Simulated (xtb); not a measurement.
**GFN0-xTB run of CH3FOS (SMILES OC(F)S)**

Wanted: a structure relaxation of CH3FOS. 

The calculation is run with xtb 6.7.1.

4 further runs of the same task are left out: 4 set aside as unsound or not needed.

### Step 1. The molecule

CH3FOS has 7 atoms, charge 0, and is taken as a singlet. As SMILES, `OC(F)S`. All atoms were displaced at random from a relaxed shape. The run starts from this shape.

Bond lengths: O1–C2 1.239 Å, C2–F3 1.422 Å, C2–S4 1.759 Å, O1–H5 1.065 Å, C2–H6 1.189 Å, S4–H7 1.253 Å. Angles: O1–C2–F3 107.4°, O1–C2–S4 127.0°, F3–C2–S4 115.3°, O1–C2–H6 96.1°, F3–C2–H6 94.9°, S4–C2–H6 109.6°, C2–O1–H5 99.7°, C2–S4–H7 92.9°.

### Step 2. A structure relaxation at GFN0-xTB

Contents of coord:

```
$coord
      0.667489061740      2.203723017494      0.805420171577  o
      0.429799309785     -0.112098553713      0.557525898548  c
      2.507269724892     -0.982033975184     -0.907937813838  f
     -2.405564664865     -1.798131099365      0.142485349797  s
     -0.174950844618      2.817033631241     -0.916649451272  h
      1.348187309092     -0.659552212017      2.534425089303  h
     -2.446685105337     -1.387361331655     -2.188359544100  h
$end
```

Run with:

```sh
$ xtb coord --gfn 0 -o extreme > run.log
```

What values should one expect? Wanted: total energy at the end; dipole moment; HOMO energy; LUMO energy; HOMO–LUMO gap; dispersion energy; mean polarisability.

Computed results:

Level: GFN0-xTB.

```
                      quantity         value
       total energy at the end  -14.16314 Eh
                 dipole moment        1.94 D
                   HOMO energy     -11.06 eV
                   LUMO energy      -5.92 eV
                 HOMO–LUMO gap       5.14 eV
             dispersion energy  -3.46 kJ/mol
mean polarisability (D4 model)    42.5 bohr³
```

In words: At the final geometry: Bond lengths: O1–C2 1.366 Å, C2–F3 1.379 Å, C2–S4 1.801 Å, O1–H5 0.962 Å, C2–H6 1.088 Å, S4–H7 1.331 Å. Angles: O1–C2–F3 107.6°, O1–C2–S4 115.6°, F3–C2–S4 109.4°, O1–C2–H6 109.4°, F3–C2–H6 105.8°, S4–C2–H6 108.5°, C2–O1–H5 109.1°, C2–S4–H7 94.2°. The optimisation took 18 steps and changed the energy by -1.095 eV.
